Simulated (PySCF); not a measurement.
C₄H₅NO.
Bonds: O1–C2 (double), C2–N3, N3–C4, C4–C5 (double), C5–C6, C4–C6. Hydrogens: H7 on C2; H8 on N3; H9 on C5; H10, H11 on C6.

A GFN2-xTB structure was refined with PySCF, PBE0-D3(BJ)/def2-SVP geometry optimisation, gas phase. Its GFN2-xTB values:

| coordinate | GFN2-xTB |
| --- | --- |
| O1=C2 | 1.199 Å |
| C2–N3 | 1.366 Å |
| C2–H7 | 1.107 Å |
| N3–C4 | 1.362 Å |
| N3–H8 | 1.012 Å |
| C4=C5 | 1.303 Å |
| C4–C6 | 1.492 Å |
| C5–C6 | 1.510 Å |
| C5–H9 | 1.060 Å |
| C6–H10 | 1.085 Å |
| O1–C2–N3 | 125.9° |
| C2–N3–C4 | 124.0° |
| N3–C4–C5 | 150.5° |
| N3–C4–C6 | 144.5° |
| C4–C5–C6 | 63.6° |
| C4–C6–C5 | 51.5° |
| C5–C4–C6 | 65.0° |

Q: How do these coordinates change at the PBE0-D3(BJ)/def2-SVP level?

A: 
| coordinate | PBE0-D3(BJ)/def2-SVP (Å or °) | change |
| --- | --- | --- |
| C5–H9 | 1.085 | +0.025 |
| C6–H10 | 1.102 | +0.017 |
| C2–N3 | 1.379 | +0.013 |
| C4–C6 | 1.480 | -0.012 |
| C2–H7 | 1.117 | +0.010 |
| N3–H8 | 1.014 | +0.002 |
| C5–C6 | 1.511 | +0.001 |
| O1=C2 | 1.200 | +0.001 |
| C4=C5 | 1.302 | -0.001 |
| N3–C4 | 1.363 | +0.001 |
| C2–N3–C4 | 124.7 | +0.7 |
| C4–C5–C6 | 63.0 | -0.6 |
| C5–C4–C6 | 65.4 | +0.4 |
| N3–C4–C5 | 150.3 | -0.2 |
| O1–C2–N3 | 125.6 | -0.3 |
| N3–C4–C6 | 144.3 | -0.2 |
| C4–C6–C5 | 51.6 | +0.1 |

The energy falls by 0.033 eV over 8 energy and gradient evaluations, the largest force component goes from 0.0172 to 6.7e-05 Eh/bohr, and the atoms move by 0.017 Å rms after alignment. The bond that changes most is C5–H9 (alkene CH carbon to vinylic hydrogen), which lengthens by 0.025 Å. Bonds longer at the end by more than 0.005 Å: 5 of 11; shorter: 1. Rotational constants go from 9361, 2641, 2088 to 9395, 2608, 2070 MHz.

The run used 109 basis functions and 48 SCF cycles in all. On Arm Neoverse V2, one thread, shared host, this took 19 s of wall time and 0.47 GiB of memory at its peak.

Stationary, but not proved a minimum. One conformer, not necessarily the lowest.

The values belong to the conformer `[O:1]=[CH:2][NH:3][C:4]1=[CH:5][CH2:6]1`: O1–C2–N3–C4 0°, C2–N3–C4–C5 180°.
